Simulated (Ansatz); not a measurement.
## H$_{2}$N–C, doublet: the ladder up to UCCSDT(Q)

Geometry: displaced at random from a stationary point.

```xyz
4

N     0.0007    0.0061    0.5184
C    -0.0002   -0.0101   -0.7784
H     0.0478    0.9061    1.0208
H    -0.0550   -0.8704    1.0506
```

Basis cc-pVDZ; Ansatz 0.2.0. Only valence electrons are correlated (noble-gas cores frozen), which leaves 11 electrons in 36 orbitals. R marks a restricted (for open shells ROHF) determinant, U an unrestricted one. Active spaces: valence = (11e, 10o) chosen from the atoms' valence shells.

Full CI isn't at hand for all of this; UCCSDT(Q) serves as the reference, and is uncertain by about the last step of the cluster series. The frozen core follows each run's orbitals, which can shift R against U totals by a few meV.

For open shells CISD is restricted-active-space CI with the open shells as a complete middle space.

- UHF ⟨S²⟩: 0.765
- T1 diagnostic (RCCSD): 0.0215
- largest doubles amplitude (RCCSD): 0.053
- T1 diagnostic (UCCSD): 0.0183

```
   level  E − E(RHF) (eV)
     UHF          -0.1269
    RMP2          -7.1595
    UMP2          -7.1535
   RCCSD          -7.8684
   UCCSD          -7.8706
RCCSD(T)          -8.1056
UCCSD(T)          -8.1053
```

Q: Estimate how far UCCSDT(Q) in cc-pVDZ lies from RCCSD(T). The table doesn't fix it; the size of (T) and the diagnostics are the guide.

A: UCCSDT(Q) in cc-pVDZ lies 0.89 kcal/mol below RCCSD(T), which is 16 % of the (T) step (-5.47 kcal/mol). The diagnostics are small and one determinant leads, so the series closes fast and only a small part of (T) is left.

The other levels:

| level | E − E(UCCSDT(Q)) (kcal/mol) | share of correlation (%) | wall time |
| --- | --- | --- | --- |
| CISD | 19.26 | 89.75 | 1.7 s |
| BCCD(T) | 0.88 | 99.53 | 1.3 s |
| RCCSDT | 0.43 | 99.77 | – |
| UCCSDT | 0.42 | 99.78 | – |
| RCCSDT(Q) | 0.04 | 99.98 | 30 s |
| CASSCF (valence space) | 112.80 | 39.94 | – |
| NEVPT2 (valence space) | 25.30 | 86.53 | 6.5 s |
| MRCISD (valence space) | 7.36 | 96.08 | – |
| MRCISD+Q (valence space) | 1.25 | 99.34 | 16 s |

The correlation energy at UCCSDT(Q), counted from RHF, is -8.144 eV. That run took 28 s on 1 thread of Arm Neoverse V1, shared host.

Times hold each run's SCF and search for its determinant on a shared host, so for small cases they say little of a method's own cost; they ran on 1 thread of Arm Neoverse V1.

Natural occupations of CASSCF (valence space) about the gap: 1.984 1.976 1.975 1.960 1.000 0.042 0.024 0.023 0.021; effectively unpaired electrons, Σ n²(2−n)², 1.02.
